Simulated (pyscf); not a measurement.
F–SiH₂–SeH (SMILES F[SiH2][SeH]) + H₂ (SMILES [H][H]) → H₃Si–SeH (SMILES [SiH3][SeH]) + HF (SMILES F) (four-centre exchange; singlet surface; F–Si, H–H broken, H–Si, F–H formed). PySCF, gas phase, ωB97X-D3(BJ)/def2-SVP geometries. Energies in kJ/mol from the separated reactants.

```tsv
level	barrier	reaction energy
r²SCAN/def2-TZVP	225.8	+126.2
B3LYP-D3(BJ)/def2-TZVP	238.5	+121.6
PBE0-D3(BJ)/def2-TZVP	221.7	+110.8
M06-2X/def2-TZVP	252.5	+126.5
ωB97M-D3(BJ)/def2-TZVP	237.0	+118.8
HF/def2-TZVP	314.8	+113.4
```

The functionals in the table span 30.8 kJ/mol in this barrier, from PBE0-D3(BJ) to M06-2X. On the product side the descent ends in a complex, 23.8 kJ/mol under the separated species and 143.5 kJ/mol under the saddle at ωB97X-D3(BJ)/def2-TZVP. One saddle was located; it need not be the lowest between these sides. Elements up to Kr have no core potential and no relativistic terms here.
